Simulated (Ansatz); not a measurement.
**SiH₃O (quartet): wave-function methods side by side, cc-pVDZ**

How much of the correlation energy of SiH₃O (quartet) does each wave-function method recover here?

Method: cc-pVDZ, core rule «outside noble gas», up to 6 orbitals frozen; program: Ansatz 0.2.0, Gaussian basis.

To be run: UHF; CCSD(T) on ROHF; CCSD(T) on UHF; BCCD(T) on ROHF; CISD; CCSDT(Q) on ROHF; CCSDT(Q) on UHF.

26 further runs of the same task are left out: 1 for a known fault of the program, 8 that didn't finish, 17 set aside as unsound or not needed.

**1. The system**

The geometry is a PBE0/def2-TZVP stationary point (not a proven minimum) of the parent state, kept for this charge and spin.

5 atoms, charge 0, spin multiplicity 4.

Atoms are counted from 1 here; the program's logs count them from 0.

Bond lengths: Si1–O2 1.652 Å, Si1–H3 1.497 Å, Si1–H4 1.487 Å, O2–H5 0.958 Å. Angles: O2–Si1–H3 111.3°, O2–Si1–H4 105.6°, H3–Si1–H4 110.5°, Si1–O2–H5 117.3°.

**2. UHF**

Contents of in.yaml:

```yaml
crystal:
  periodic: [false, false, false]
  atoms:
    - {symbol: Si, position_ang: [-0.086624, -0.032276, 0.579137]}
    - {symbol: O, position_ang: [0.088491, 0.099651, -1.058633]}
    - {symbol: H, position_ang: [0.642493, -1.228094, 1.108382]}
    - {symbol: H, position_ang: [0.485976, 1.218586, 1.144898]}
    - {symbol: H, position_ang: [-0.119403, -0.672933, -1.586426]}
basis:
  gaussian: {orbitals: cc-pVDZ}
magnetization: {spin_polarized: true, initial_magnetization: 3}
hamiltonian: {xc: hf}
output: {orbitals: {seedname: orbitals}}
```

On the command line:

```sh
ansatz run in.yaml --threads 1 --pin off --events-out ev --progress --plain --max-ram 2393MiB
```

After this run come: CCSD(T) on ROHF; CCSD(T) on UHF; BCCD(T) on ROHF; CISD; CCSDT(Q) on ROHF; CCSDT(Q) on UHF.

Q: Predict the results of all the runs planned. Wanted: UCCSDT(Q) below the RHF energy; RMP2 from UCCSDT(Q); UMP2 from UCCSDT(Q); RCCSD from UCCSDT(Q); RCCSD(T) from UCCSDT(Q); UCCSD(T) from UCCSDT(Q); RCCSDT(Q) from UCCSDT(Q); T1 diagnostic.

**Answer**, as computed:

| quantity | value |
| --- | --- |
| UCCSDT(Q) below the RHF energy | -8.0275 eV |
| RMP2 from UCCSDT(Q) | +93.0 kJ/mol |
| UMP2 from UCCSDT(Q) | +111.3 kJ/mol |
| RCCSD from UCCSDT(Q) | +39.5 kJ/mol |
| RCCSD(T) from UCCSDT(Q) | +9.1 kJ/mol |
| UCCSD(T) from UCCSDT(Q) | +10.2 kJ/mol |
| RCCSDT(Q) from UCCSDT(Q) | +0.2 kJ/mol |
| levels within 1 kcal/mol (43 meV) | RCCSDT(Q) |
| T1 diagnostic | 0.054 |

RCCSD(T) misses by +9.1 kJ/mol, 1.2 % of the correlation energy. Coupled cluster took another determinant than the lowest Hartree-Fock one. These misses are within one basis, not against nature; the frozen cores of restricted and unrestricted runs differ, which can shift their rows.
